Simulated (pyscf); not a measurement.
H₃Si–O–AsH–AsH₂ + hydrogen (H₂) → H₃Si–O–AsH₂ + AsH₃ (four-centre exchange; singlet surface; As–As, H–H broken, As–H, As–H formed). PySCF, gas phase, ωB97X-D3(BJ)/def2-SVP geometries. Energies in eV from the separated reactants.

| level | barrier | reaction energy |
|---|---|---|
| ωB97X-D3(BJ)/def2-TZVP | 2.96 | +0.30 |
| PBE/def2-TZVP | 2.29 | +0.18 |
| r²SCAN/def2-TZVP | 2.50 | +0.19 |
| B3LYP-D3(BJ)/def2-TZVP | 2.56 | +0.20 |
| M06-2X/def2-TZVP | 2.79 | +0.20 |
| HF/def2-TZVP | 3.74 | -0.19 |

The functionals in the table span 0.67 eV in this barrier, from PBE to ωB97X-D3(BJ)/def2-TZVP. The same reactants have a lower exit, to H₃Si–O–AsH• + AsH₂• + H₂ (no saddle counted: cutting one bond costs +1.99 eV at ωB97M-D3(BJ)/def2-TZVP, against +2.77 eV here). H₃Si–O–AsH₂ lies 0.46 eV over its isomer HO–SiH₂–AsH₂ (electronic energy, ωB97M-D3(BJ)/def2-TZVP). One saddle was located; it need not be the lowest between these sides. Elements up to Kr have no core potential and no relativistic terms here.
